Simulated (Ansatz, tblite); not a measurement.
# Si(CN)H3 (CH3NSi): rung by rung

One table from this session's results is given with a row withheld; the runs are named, their logs left out.

The runs use Ansatz 0.2.0, Gaussian basis; as each input shows.

The runs, in order: GFN1-xTB, GFN2-xTB, PBE-D4/def2-TZVP, r2SCAN-D4/def2-TZVP, ωB97X-V/def2-TZVP, B3LYP-D4/def2-TZVP, LC-ωPBE/def2-TZVP, BLYP-D4/def2-TZVP, B97M-V/def2-TZVP, PBE-QIDH/def2-TZVP, HSE06-D4/def2-TZVP, PBE-D4/def2-SVP, PBE0-D4/def2-SVP, PBE0-D4/def2-TZVPD, PBE-D4/def2-TZVPD, r2SCAN-D4/def2-TZVPD, CCSD(T)/def2-TZVPP, MP2/def2-TZVP, RPA/def2-TZVP, CCSD(T)/def2-TZVPD.

## The relaxed structure

The geometry is that of the singlet, from an earlier relaxation (PBE0-D4/def2-TZVP).

6 atoms, charge 0, spin multiplicity 1.

Bond lengths: Si1–C2 1.848 Å, Si1–H4 1.479 Å, Si1–H5 1.479 Å, Si1–H6 1.479 Å, C2–N3 1.152 Å. Angles: C2–Si1–H4 107.5°, C2–Si1–H5 107.5°, C2–Si1–H6 107.5°, H4–Si1–H5 111.4°, H4–Si1–H6 111.4°, H5–Si1–H6 111.4°, Si1–C2–N3 179.7°.

PBE0-D4/def2-TZVP was run before; its log isn't repeated, and its numbers join the tables.

The first run:

Tight binding, by tblite at 300 K electronic temperature and without a spin-polarisation term:

```python
tblite.interface.Calculator('GFN1-xTB', numbers, positions, charge=0, uhf=0).singlepoint()
```

Tight binding, by tblite at 300 K electronic temperature and without a spin-polarisation term:

```python
tblite.interface.Calculator('GFN2-xTB', numbers, positions, charge=0, uhf=0).singlepoint()
```

start.molden holds the orbitals of an earlier run on this state, given as this run's starting guess.

Contents of in.yaml:

```yaml
crystal:
  periodic: [false, false, false]
  atoms:
    - {symbol: Si, position_ang: [-0.005296, 0.005079, -0.585715]}
    - {symbol: C, position_ang: [0.008266, -0.010198, 1.262526]}
    - {symbol: N, position_ang: [0.021975, -0.020970, 2.414012]}
    - {symbol: H, position_ang: [1.402183, 0.016048, -1.039645]}
    - {symbol: H, position_ang: [-0.719846, 1.226460, -1.015640]}
    - {symbol: H, position_ang: [-0.707283, -1.216419, -1.035528]}
basis:
  gaussian: {orbitals: def2-TZVP, initial_orbitals: start.molden}
hamiltonian: {xc: pbe, dispersion: d4}
scf: {omitted_lower_state_checks: [starts]}
output: {orbitals: {seedname: orbitals}}
```

Launch:

```sh
$ ansatz run in.yaml --threads 4 --pin off --events-out ev --progress --plain --max-ram 3916MiB
```

Among the steps run: PBE-D4/def2-TZVP; r2SCAN-D4/def2-TZVP; ωB97X-V/def2-TZVP; B3LYP-D4/def2-TZVP; LC-ωPBE/def2-TZVP; BLYP-D4/def2-TZVP; B97M-V/def2-TZVP; PBE-QIDH/def2-TZVP; HSE06-D4/def2-TZVP; PBE-D4/def2-SVP; PBE0-D4/def2-SVP; PBE0-D4/def2-TZVPD; PBE-D4/def2-TZVPD; r2SCAN-D4/def2-TZVPD; CCSD(T)/def2-TZVPP; MP2/def2-TZVP; RPA/def2-TZVP; CCSD(T)/def2-TZVPD.

One table of the session follows, with a row left open; its other results are not shown here.

It belongs to the step «Levels side by side». 

| level | HOMO (eV) | gap (eV) |
| --- | --- | --- |
| PBE-D4/def2-SVP | -8.38 | 7.02 |
| PBE-D4/def2-TZVP | -8.53 | 6.92 |
| PBE-D4/def2-TZVPD | -8.55 | 6.88 |
| BLYP-D4/def2-TZVP | -8.38 | 6.91 |
| r2SCAN-D4/def2-TZVP | -8.83 | 7.44 |
| r2SCAN-D4/def2-TZVPD | -8.84 | 7.41 |
| B97M-V/def2-TZVP | ? | ? |
| B3LYP-D4/def2-TZVP | -9.61 | 8.77 |
| PBE0-D4/def2-SVP | -9.80 | 9.40 |
| PBE0-D4/def2-TZVP | -9.86 | 9.24 |
| PBE0-D4/def2-TZVPD | -9.87 | 9.19 |
| HSE06-D4/def2-TZVP | -9.45 | 8.45 |
| LC-ωPBE/def2-TZVP | -12.74 | 14.45 |
| ωB97X-V/def2-TZVP | -12.30 | 13.92 |

Estimate the missing values for B97M-V/def2-TZVP.

**Answer.** HOMO (eV): -8.84; gap (eV): 7.40.
